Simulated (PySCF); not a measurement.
C5H12N (doublet state).
Cartesian coordinates in Å at the GFN2-xTB level; atoms count from 1:
```
atom  x, y, z in Å
C1    -1.4101    1.2247    0.8947
C2    -0.8542   -0.0921    0.5275
N3    -1.4789   -0.7074   -0.6371
C4     0.6940   -0.0259    0.3275
C5     1.2495   -1.4290    0.1164
C6     1.0725    0.8901   -0.8330
H7    -2.0189    1.7803    0.2066
H8    -1.1822    1.6635    1.8465
H9    -1.0059   -0.7904    1.3676
H10   -1.3855   -0.0961   -1.4416
H11   -2.4710   -0.8307   -0.4648
H12    1.1114    0.3948    1.2483
H13    1.0950   -2.0410    1.0017
H14    2.3159   -1.3857   -0.0934
H15    0.7409   -1.8998   -0.7201
H16    2.1514    1.0277   -0.8601
H17    0.6035    1.8653   -0.7167
H18    0.7639    0.4578   -1.7816
```

The hyperfine couplings belong to this conformer and change with its torsions.

Identity: `[CH2][C@@H](N)C(C)C` [radical].

Level of theory: UKS B3LYP, pcH-1 on C H N, non-relativistic, mean-field spin-orbit, GIAO (PySCF). Isolated species at its GFN2-xTB geometry (one conformer only). Couplings are sensitive to structure, and on GFN2-xTB geometries they can be far from those on DFT ones. Stability of the SCF solution: not tested.

Break the g tensor into its mass correction, gauge correction and orbital-Zeeman/spin–orbit terms.

```tsv
Δg (ppm)	1	2	3
relativistic mass correction	-139	-139	-139
gauge correction	8	34	21
orbital Zeeman/spin–orbit	-29	482	733
total	-159	377	615
```

So g = 2.00216, 2.00270, 2.00293 and g_iso = 2.00260; the tensor is rhombic: the two nearest values differ by 31 % of g3 − g1. Axes: g3 points within 11° of the C1–H8 bond.

What are the electron Larmor frequencies g μB B/h along the three axes at 350 mT?

9.8080, 9.8106, 9.8117 GHz for g1, g2 and g3, a range of 3.8 MHz.

Average each term over the three axes. Which is largest in size?

The orbital-Zeeman/spin–orbit term 395, the mass correction -139 and the gauge correction 21 ppm, for a total of 277 ppm. The orbital-Zeeman/spin–orbit term is the largest in size. The mass correction is the same along every axis, so the anisotropy comes from the other two: their spans along these axes are 26 (gauge) and 761 ppm (orbital Zeeman/spin–orbit).

In a frozen sample, at which fields do the three g values resonate at 9.5, 34, 94 and 263 GHz (hyperfine left aside), and which band first spreads them over more than twice a line width of 0.5 mT?

```csv
band,GHz,B(g3) mT,B(g2) mT,B(g1) mT,spread mT
X,9.5,338.88,338.92,339.01,0.13
Q,34.0,1212.83,1212.98,1213.30,0.47
W,94.0,3353.12,3353.52,3354.42,1.30
J,263.0,9381.61,9382.73,9385.24,3.63
```

The spread grows in proportion to the frequency. W band is the first where it exceeds 1.0 mT.

Largest spin populations (Mulliken): C1 (+1.08) and C2 (-0.09). No atom but C1 exceeds +0.15. The positive populations add up to 1.18 and the negative ones to -0.18, together 2S = 1. The angles at C1 add up to 360.0°, so it is planar; its axial dipolar tensor and the negative couplings of its protons fit spin in a p orbital normal to that plane.

The HOMO–LUMO gaps are 6.73 eV among the α and 4.91 eV among the β orbitals.
